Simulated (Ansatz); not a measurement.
A made-up structure of CH₄NSi, doublet:

```tsv
atom	x (Å)	y (Å)	z (Å)
C1	-0.4380	-0.0521	-0.5358
N2	-0.3772	0.1701	0.9625
Si3	0.5398	-1.0500	0.2141
H4	-1.2657	-0.5707	-0.7535
H5	-0.0604	0.8218	-1.2181
H6	-0.2105	1.1697	1.3563
H7	1.8119	-0.4888	-0.0254
```

It is relaxed with PBE-D4/def2-SVP and then PBE0-D4/def2-TZVP (Ansatz 0.2.0). Atoms count as bonded within 1.22 times the sum of their covalent radii (H–H: 0.88 Å). The end point is not checked to be a true minimum.

Question: Does its bonding change? (Judge from chemistry; the calculation decides.)

Answer: Computed: No: no bond forms or breaks.

Where it ends: The first stage lowers the energy by 2.29 eV in 9 steps. It ends as CH₄NSi ([CH2]1[NH][SiH]1):
```xyz
7
angstrom
C -0.5658 -0.0055 -0.5630
N -0.3539 0.1596 0.8892
Si 0.7260 -1.0333 0.2942
H -1.5241 -0.4341 -0.8443
H -0.2529 0.8128 -1.2112
H -0.1845 1.0818 1.2586
H 2.1552 -0.5814 0.1765
```

Labels in which every atom is bracketed show which atoms are joined, not bond orders.

For scale, one of the runs: PBE0-D4/def2-TZVP relaxation, 123 basis functions, launched by `ansatz run in.yaml --threads 2 --pin off --events-out ev --progress --plain --max-ram 4352MiB`. Hardware: 2 CPU threads of an Intel Xeon 6975P-C, shared host. Wall time about 25 s.
